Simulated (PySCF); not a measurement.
# N₂H₆, a solvent cluster: interaction energy

The task here is to estimate one member of a computed series from the others.

Programs: PySCF 2.14.0. All values are calculated, for the isolated system unless a continuum is named. Atoms count from 0, parts from 1.

### Starting point

8 atoms, charge 0, multiplicity 1; geometry: GFN2-xTB. Parts: 1 = atoms 0–3, `N`, charge 0; 2 = atoms 4–7, `N`, charge 0.

The first run:

The job: settings as JSON, then the geometry in Å.

```
{"job": {"xc": "PBE0", "basis": "def2-SVPD", "d3": "d3bj", "grid": 2, "kind": "geom", "shake": 0.01}, "charge": 0, "multiplicity": 1, "parts": [{"atoms": "0-3", "charge": 0, "multiplicity": 1}, {"atoms": "4-7", "charge": 0, "multiplicity": 1}]}
N     -0.036471    -0.111647     0.284289
H     -0.422274    -0.760279    -0.391143
H     -0.378840     0.832422    -0.023701
H      0.987555    -0.109738     0.225006
N     -1.643817    -0.810107     2.833167
H     -1.159878    -0.590504     1.970172
H     -1.635290     0.046993     3.392438
H     -1.059043    -1.471407     3.341550
```

Command:

```sh
OMP_NUM_THREADS=1 python cluster_run.py task.json out
```

One launch serves the whole session: the jobs run in the order shown.

Among the steps run: Optimising the geometry at PBE0-D3(BJ)/def2-SVPD; Coupled-cluster interaction energy: CCSD(T) and MP2.

One of the session's tables, all rows but one given; the rest of the session is left out.

It belongs to the step «Coupled-cluster interaction energy: CCSD(T) and MP2». 

```
                 method  interaction energy (kcal/mol)
         HF/aug-cc-pVDZ                          -1.28
        MP2/aug-cc-pVDZ                          -2.53
       CCSD/aug-cc-pVDZ                          -2.24
    CCSD(T)/aug-cc-pVDZ                          -2.46
         HF/aug-cc-pVTZ                          -1.29
        MP2/aug-cc-pVTZ                          -2.87
    SCS-MP2/aug-cc-pVTZ                              ?
      MP2, extrapolated                          -3.01
CCSD(T), limit estimate                          -2.94
```

Q: Estimate the row for SCS-MP2/aug-cc-pVTZ from the others.

**Answer.** interaction energy (kcal/mol): -2.40. In the column «interaction energy (kcal/mol)» it lies between CCSD(T)/aug-cc-pVDZ (-2.46) and CCSD/aug-cc-pVDZ (-2.24).
